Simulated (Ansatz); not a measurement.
A plane-wave DFT run in Ansatz 0.2.0 (scalar-relativistic PAW potentials unless the input names others): input and command.

```yaml
crystal:
  lattice:
    - [1.7255089352, 0.9962230482, 6.050376443]
    - [-1.7255089352, 0.9962230482, 6.050376443]
    - [0.0, -1.9924460964, 6.050376443]
  atoms:
    - { symbol: Re, position: [0.7971880441, 0.7971880441, 0.7971880441] }
    - { symbol: Re, position: [0.2028119559, 0.2028119559, 0.2028119559] }
    - { symbol: Br, position: [0.0, 0.0, 0.0] }
basis:
  ecutwfc: 420
kpoints:
  mp_grid: { grid: [18, 18, 18] }
hamiltonian:
  xc: pbe
  hubbard: { sites: [{ species: Br, l: f, u_eff: 4.0 }] }
scf:
  occupations: { method: gaussian, width: 0.1 }
  max_iter: 50
output:
  forces: true
  eigenvalues: true
  stress: true
```

```bash
ansatz run input.yaml --threads 1 --pin off --max-ram 2560MiB --backend cpu --events-out ev --progress --plain --runs-dir out
```

Q: Will this input run?

A: The program refuses it, because of a U on a shell that isn't there (hamiltonian.hubbard: not typed → {"sites": [{"species": "Br", "l": "f", "u_eff": 4.0}]}). Without that key it is accepted.

Abridged log:
```
Error: inconsistent input (hamiltonian.hubbard.sites[].l, hamiltonian.hubbard.sites[].shell): the file of Br doesn't list 4f, and it can't be added: PBE doesn't bind the shell 4f of the free atom, whose level lies at +1.13 eV. Type an atom or ion with it (hamiltonian.pseudopotentials.projection_atoms), take another file or name another shell
```